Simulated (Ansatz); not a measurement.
```yaml
crystal:
  periodic: [false, false, false]
  atoms:
    - {symbol: B, position_ang: [-1.027291, 0.735327, -1.034808]}
    - {symbol: Si, position_ang: [0.596442, 0.206103, 0.010026]}
    - {symbol: N, position_ang: [0.333141, -1.238843, 0.913609]}
    - {symbol: H, position_ang: [-2.123299, 0.323577, -0.783871]}
    - {symbol: H, position_ang: [-0.938577, 1.540222, -1.916108]}
    - {symbol: H, position_ang: [0.923284, 1.429465, 0.825298]}
    - {symbol: H, position_ang: [1.788681, -0.017606, -0.855492]}
    - {symbol: H, position_ang: [1.084251, -1.654114, 1.441044]}
    - {symbol: H, position_ang: [-0.548231, -1.370432, 1.383201]}
basis:
  gaussian: {orbitals: aug-cc-pVDZ}
hamiltonian: {xc: {name: HF}}
correlation: {active_space: {window: {electrons: 6, orbitals: 2}}}
scf: {lower_state_search: light}
```

```sh
$ ansatz run in.yaml --threads 2 --pin off --events-out ev --progress --plain --max-ram 4352MiB
```

Output, abridged:

```
Functional definition: HF
1238 factors; integrals over basis functions are off by at most 8.7e-4 eV
mean field evaluation 1: about -10107.2553 eV, gradient 3.6e1 eV
mean field evaluation 2: about -10107.2539 eV, gradient 3.6e1 eV
mean field evaluation 4: about -10110.3945 eV, gradient 3.1e0 eV
mean field evaluation 8: about -10110.4385 eV, gradient 1.4e-4 eV
mean field -10110.43845075 eV, -371.5517599639 hartree, gradient 1.1e-6 eV, S^2 0.000000; 0 other end points of the search recorded, 0 dependent functions left out
reference -10110.43845075 eV, -371.5517599639 hartree; 16, 16 occupied and 111, 111 virtual orbitals, 1238 factors
Error: 6 electrons in 2 orbitals form no window around the highest filled level of the reference
```

(1) Something in this input is off. What?

Answers

(1) The active space doesn't fit the electrons. The run stopped with an error.
